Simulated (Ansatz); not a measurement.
## Structure relaxation of Hf2O

Computed with DFT PBE, scalar-relativistic, plane waves, PAW (Ansatz). Cutoff 420 eV, Γ-centred k mesh, Gaussian smearing, no spin polarisation in the final step.

Hf2O was placed on the ThSi2 structure type (I4_1/amd, No. 141), with O in place of Th, Hf in place of Si, at a guessed volume.

```
CELL_PARAMETERS angstrom
-1.89385 1.89385 6.58487
1.89385 -1.89385 6.58487
1.89385 1.89385 -6.58487
ATOMIC_POSITIONS crystal
Hf 0.41650 0.41650 0.00000
Hf 0.16650 0.66650 0.50000
Hf 0.33350 0.83350 0.50000
Hf 0.58350 0.58350 0.00000
O 0.00000 0.00000 0.00000
O 0.75000 0.25000 0.50000
```

Steps on the 6×6×6 mesh (6 atoms). 12 of 23 steps are shown, and the free energy counts from the last. Trial steps that were taken back and renewals of the plane-wave basis can be among the rows.

```tsv
step	ΔF (meV/atom)	V (Å³/atom)	P (GPa)	largest force component (eV/Å)
1	3622.2	15.75	41.30	0.202
3	2990.0	18.32	17.61	2.517
5	2403.9	19.80	4.44	2.227
7	1845.4	19.38	-3.83	1.120
9	1208.5	16.68	-4.35	1.762
11	767.8	14.19	0.86	0.443
13	761.8	14.03	0.65	0.047
15	327.5	14.06	22.64	0.250
17	75.3	14.83	8.96	0.081
19	12.0	15.59	-0.64	0.000
21	0.6	15.52	0.91	0.023
23	0.0	15.61	0.07	0.001
```

A final relaxation ran on a 18×18×18 mesh. The relaxed crystal, I4_1/amd (No. 141):

```cif
data_structure
_symmetry_space_group_name_H-M 'I4_1/amd:1'
_symmetry_Int_Tables_number 141
_cell_length_a 2.9068
_cell_length_b 2.9068
_cell_length_c 22.1370
_cell_angle_alpha 90.000
_cell_angle_beta 90.000
_cell_angle_gamma 90.000
_cell_volume 187.05
loop_
_atom_site_label
_atom_site_type_symbol
_atom_site_symmetry_multiplicity
_atom_site_Wyckoff_symbol
_atom_site_fract_x
_atom_site_fract_y
_atom_site_fract_z
_atom_site_occupancy
Hf1 Hf 8 e 0.00000 0.00000 0.43280 1
O1 O 4 a 0.00000 0.00000 0.00000 1
```

```json
{
  "Volume per atom": "15.59 Å³",
  "Density": "13.24 g/cm³",
  "Energy over the elements": "-0.80 eV/atom",
  "Gap on the 18×18×18 mesh": "0 eV (a metal)"
}
```

Energies over the elements count from the elements' standard structures at the same level (O₂ as a molecule), with no empirical corrections.

The final run used a 18×18×18 mesh on its 6-atom cell and 0.10 eV smearing. The k mesh leaves about 4 meV/atom of noise in metals. Spin–orbit coupling is left out.

A structure relaxed within its symmetry needn't be a true minimum.

Cost: 3 runs of about 25 core-minutes in all, on Intel Xeon Platinum 8259CL (Skylake/Cascade Lake) (shared hosts).